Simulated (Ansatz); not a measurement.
**BH2F (SMILES [H]B([H])F) at CCSDT/STO-3G**

Aim: the energy change on altering one bond length of BH2F at CCSDT/STO-3G, from 2 runs. 

The calculation is run with Ansatz 0.2.0.

56 further runs of the same task are left out: 2 that didn't finish, 54 set aside as unsound or not needed.

## Step 1: The structure to begin with

BH2F has 4 atoms, charge 0, and is taken as a singlet. SMILES: `[H]B([H])F`. Geometry: relaxed at GFN2-xTB.

Bond lengths: B1–F4 1.306 Å, B1–H2 1.171 Å, B1–H3 1.171 Å. Angles: H2–B1–F4 117.3°, H3–B1–F4 117.3°, H2–B1–H3 125.4°.

## Step 2: A single-point energy at CCSDT/STO-3G

molecule.yaml

```yaml
crystal:
  periodic: [false, false, false]
  atoms:
    - {symbol: B, position_ang: [0.029990, 0.049200, 0.000600]}
    - {symbol: H, position_ang: [1.198420, -0.033970, 0.015630]}
    - {symbol: H, position_ang: [-0.578270, 1.050180, -0.019450]}
    - {symbol: F, position_ang: [-0.650140, -1.065400, 0.003230]}
basis:
  gaussian:
    orbitals: STO-3G
accuracy: high
correlation:
  method: ccsdt
  frozen_orbitals: {B: 1, F: 1, H: 0}
scf:
  omitted_lower_state_checks: [cluster_reference, increment]
```

Launch:

```bash
$ ansatz run molecule.yaml --threads 1 --pin off --max-ram 2610MiB --events-out events.jsonl --progress --plain --runs-dir runs
```

What it wrote (excerpt; [...] marks lines left out):

```text
Warning: RAYON_NUM_THREADS=1 ignored (pool sized by the plan → 1); use --threads N
Functional definition: HF
  name "HF"
[...]
186 factors; integrals over basis functions are off by at most 3.1e-8 eV
[...]
mean field -3363.40518336 eV, -123.6028606904 hartree, gradient 8.2e-8 eV, S^2 0.000000; 0 other end points of the search recorded, 0 dependent functions left out
2 core orbitals not correlated: weight in the atoms' cores, before any rotation towards them, 1.000 or more for the frozen orbitals, at most 0.000 for the correlated occupied ones
reference -3363.40518336 eV, -123.6028606904 hartree; 6, 6 occupied and 4, 4 virtual orbitals, 186 factors
second order -1.67426758 eV of doubles, -0.00000000 eV of singles
cycle   1  -1.88403058 eV  change   -2.1e-1 eV  update   8.2e-2
[...]
cycle  21  -2.24545206 eV  change   -1.1e-9 eV  update  6.2e-10
Total energy: -3365.65063542 eV, -123.6853795317 hartree
Checks for a lower state left out: cluster_reference, increment
```

Wall time 0.12 s (1 thread of Intel Xeon Platinum 8488C (Sapphire Rapids), shared host).

## Step 3: The distorted shape

in.yaml

```yaml
crystal:
  periodic: [false, false, false]
  atoms:
    - symbol: B
      position_ang: [0.200046, 0.327888, -0.000058]
    - symbol: H
      position_ang: [1.368476, 0.244718, 0.014972]
    - symbol: H
      position_ang: [-0.408214, 1.328868, -0.020108]
    - symbol: F
      position_ang: [-0.650140, -1.065400, 0.003230]
basis:
  gaussian:
    orbitals: STO-3G
accuracy: high
correlation:
  method: ccsdt
  frozen_orbitals: {B: 1, F: 1, H: 0}
scf:
  omitted_lower_state_checks: [cluster_reference, increment]
```

Launch:

```bash
$ ansatz run in.yaml --threads 1 --pin off --max-ram 2610MiB --events-out events.jsonl --progress --plain --runs-dir runs
```

What it wrote (excerpt; [...] marks lines left out):

```text
Warning: RAYON_NUM_THREADS=1 ignored (pool sized by the plan → 1); use --threads N
[... 2 set-up lines as earlier in the session ...]
[...]
186 factors; integrals over basis functions are off by at most 3.4e-8 eV
[...]
mean field -3361.37903081 eV, -123.5284009578 hartree, gradient 8.7e-8 eV, S^2 0.000000; 0 other end points of the search recorded, 0 dependent functions left out
2 core orbitals not correlated: weight in the atoms' cores, before any rotation towards them, 1.000 or more for the frozen orbitals, at most 0.000 for the correlated occupied ones
reference -3361.37903081 eV, -123.5284009578 hartree; 6, 6 occupied and 4, 4 virtual orbitals, 186 factors
second order -1.73881269 eV of doubles, -0.00000000 eV of singles
cycle   1  -2.03841925 eV  change   -3.0e-1 eV  update   1.0e-1
[...]
cycle  25  -2.55974573 eV  change  -2.9e-10 eV  update  7.3e-10
Total energy: -3363.93877655 eV, -123.6224698785 hartree
Checks for a lower state left out: cluster_reference, increment
```

Run time: 0.14 s. Hardware: 1 thread of Intel Xeon Platinum 8488C (Sapphire Rapids), shared host.

## Step 4: Summary of results

Level: CCSDT/STO-3G, 2 core orbitals frozen.

| quantity | value |
| --- | --- |
| first shape: total energy | -123.68538 Eh |
| first shape: correlation energy (2 core orbitals frozen) | -82.5 mEh |
| first shape: T1 diagnostic | 0.020 |
| distorted shape: total energy | -123.62247 Eh |
| distorted shape: correlation energy (2 core orbitals frozen) | -94.1 mEh |
| distorted shape: T1 diagnostic | 0.034 |
| energy change with the B1–F4 bond stretched from 1.306 to 1.632 Å | 1.712 eV |

**Reading.** With the B1–F4 bond stretched from 1.306 to 1.632 Å the energy rises by 1.71 eV (165 kJ/mol). The first shape isn't relaxed at this level, so the change isn't measured from a minimum. The minimal basis adds a large error of its own. The T1 diagnostic (distorted shape) of 0.034 is above the customary mark for such species, so a single reference may not serve.
